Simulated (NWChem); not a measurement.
water (H2O); SMILES O

Computed with NWChem. The geometry was optimised at PBE-D3(BJ)/def2-SVP. Vertical excitations in the gas phase; the lowest state need not have the same character in each row.

**Question.** Order these by “lowest excitation, singlet (eV)”, lowest first: PBE/aug-cc-pVDZ, full TDDFT; PBE0/aug-cc-pVDZ, full TDDFT; B3LYP/aug-cc-pVDZ, full TDDFT; Hartree-Fock/aug-cc-pVDZ, TDHF.

**Answer.** PBE/aug-cc-pVDZ, full TDDFT (6.32), B3LYP/aug-cc-pVDZ, full TDDFT (6.82), PBE0/aug-cc-pVDZ, full TDDFT (7.07), Hartree-Fock/aug-cc-pVDZ, TDHF (8.52)
